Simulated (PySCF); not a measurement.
Structure problem from calculated spectra and properties.

Elements present: C, H and O. Monoisotopic mass: 86.0732 u.

- 13C NMR: chemical shifts (computed TMS as zero) by class: 72.2 (2 C), 30.5 (2 C), 27.6 (1 C) ppm [GIAO PBE0/pcSseg-1]
- Polarisability: 61.8 au [CAM-B3LYP/def2-SVPD]
- UV, first state: lowest singlet excitation: 7.21 eV (172 nm, f = 0.007) [TDDFT CAM-B3LYP/def2-SVPD]
- Triplet: lowest triplet excitation (Tamm–Dancoff): 7.04 eV [TDA CAM-B3LYP/def2-SVPD]
- Rotational structure: rotational constants A, B, C: 4.744, 4.515, 2.631 GHz [GFN2-xTB]
- UV, strongest line: among the 8 lowest singlet transitions: S2 at 7.76 eV (160 nm, f = 0.057) [TDDFT CAM-B3LYP/def2-SVPD]
- NMR, other nuclei: isotropic shieldings of nuclei other than C and H, by class: 283 (1 O) ppm [GIAO PBE0/pcSseg-1]

Electronic properties: PySCF, gas phase, density fitting. Levels stand in brackets. One conformer (not necessarily the lowest) at the GFN2-xTB geometry, without solvent, vibrations or thermal averaging. NMR values are class means; diastereotopic atoms form classes of their own.

**Question.** Which formula fits the mass and the elements?

**Answer.** C5H10O (calculated 86.0732). No other formula that holds each of these elements comes within 0.0003 u with a fitting electron parity and a possible valence count.

**Question.** Propose a structure and show how it fits.

**Answer.** Numbering: `[CH2:1]1[CH2:2][CH2:3][O:4][CH2:5][CH2:6]1`. Its formula, C5H10O, gives 1 degree of unsaturation: 1 ring and 0 π bonds in the structure found. 5 carbons fall into 3 classes; from least to most shielded: ring sp3 carbon bound to oxygen [C3/C5] (72.2 ppm, 2 C), ring CH2 carbon [C2/C6] (30.5 ppm, 2 C), ring CH2 carbon [C1] (27.6 ppm). The other shieldings belong to: 283 ppm, cyclic ether oxygen [O4]. The optimised geometry has point group Cs and is an asymmetric top. Structure: tetrahydropyran, `C1CCOCC1`. Computed isomers that give other values at the same levels: `CCCCC=O` (13C chemical shifts (computed TMS as zero) by class: 206.0 (1 C), 51.7 (1 C), 28.3 (1 C), 27.2 (1 C), 17.1 (1 C) ppm); `C=C[C@H](C)OC` (lowest singlet excitation: 6.78 eV (183 nm, f = 0.004)); `C=C(C)OCC` (13C chemical shifts (computed TMS as zero) by class: 168.5 (1 C), 83.6 (1 C), 65.3 (1 C), 24.8 (1 C), 17.4 (1 C) ppm). The assignments are read from this structure; whether some other isomer fits the data as well wasn't checked.
